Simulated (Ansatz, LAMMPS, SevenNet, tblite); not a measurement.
**3C-SiC, elastic constant C11**

Reference value: 390 GPa (measured, temperature not stated, not corrected to a static lattice; as tabulated in Råsander and Moram (2015), arXiv:1505.02379).

```
level (code)                      value (GPa)  cell (Å³/atom)
--------------------------------  -----------  --------------
Vashishta SiC.vashishta (LAMMPS)          390           10.35
GFN2-xTB (tblite)                         347           10.46
SevenNet-0                                303           10.49
LDA (Ansatz)                       (withheld)           10.14
PBE (Ansatz)                       (withheld)           10.50
PBE-D3(BJ) (Ansatz)                       393           10.28
r²SCAN (Ansatz)                           414           10.33
HSE06 (Ansatz)                            417           10.28
Hartree–Fock (Ansatz)              (withheld)           10.41
```

**Question.** Some entries are withheld; supply them.

**Answer.** 
- LDA (Ansatz, a program for electronic structure), value (GPa): 404
- PBE (Ansatz), value (GPa): 384
- Hartree–Fock (Ansatz), value (GPa): 470

Differences against the reference: Vashishta SiC.vashishta 0.0 %, GFN2-xTB -11.0 %, SevenNet-0 -22 %, LDA +3.6 %, PBE -1.5 %, PBE-D3(BJ) +0.8 %, r²SCAN +6.2 %, HSE06 +6.9 %, Hartree–Fock +21 %.

The reference's temperature isn't stated, so close values are not ranked against it.

The measured value isn't corrected to a static lattice, so vibrations enter the comparison. A static lattice is as a rule stiffer than a warm one, by over a tenth in soft solids.  GFN2-xTB: the method was fitted mainly to molecules. GFN2-xTB: the run uses a supercell at the zone centre in place of a k mesh. PBE-D3(BJ): the dispersion coefficients are held fixed in the derivatives. Each level is taken at its own relaxed cell. Cutoffs and k meshes differ between the levels. Ansatz's density-functional and Hartree–Fock values are scalar-relativistic unless marked +SOC, with PAW data made under PBE.

Empirical potentials (Vashishta SiC.vashishta) are fitted to chosen data: where that held the value shown, agreement is built in, and what lay outside the fit can be far off. Machine-learned potentials (SevenNet-0) are trained on DFT data: a solid inside that data is no test of them.

Differences are worked out from the printed values.
